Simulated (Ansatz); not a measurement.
Basis-set extrapolation for C₃H₅FN₂, SMILES `FC1=CNCN1` (PBE0-D4/def2-TZVP geometry, frozen core, Ansatz). Multiplicity 1, RHF reference.

```csv
,def2-TZVPP,def2-QZVPP
HF,-324.925691,-324.940436
MP2 correlation,-1.136801,-1.221007
CCSD(T) correlation,-1.210732,not run
```

Energies in hartree. Use E(X) = E(∞) + A·exp(−7.88·√X) for Hartree–Fock and E(X) = E(∞) + B·X^(−2.97) for correlation, with X = 3 and 4, and add CCSD(T) minus MP2 of the smaller set to the MP2 limit.

**Question.** What is the CCSD(T) energy at the basis-set limit?

**Answer.** HF limit: -324.940436 + (-0.014745) × 0.13774 = -324.94247. MP2 limit: -1.221007 + (-0.084206) × 0.74074 = -1.28338. Higher-order term: -1.210732 − (-1.136801) = -0.07393. Total: -326.29978 hartree, 4.45 eV below CCSD(T)/def2-TZVPP.
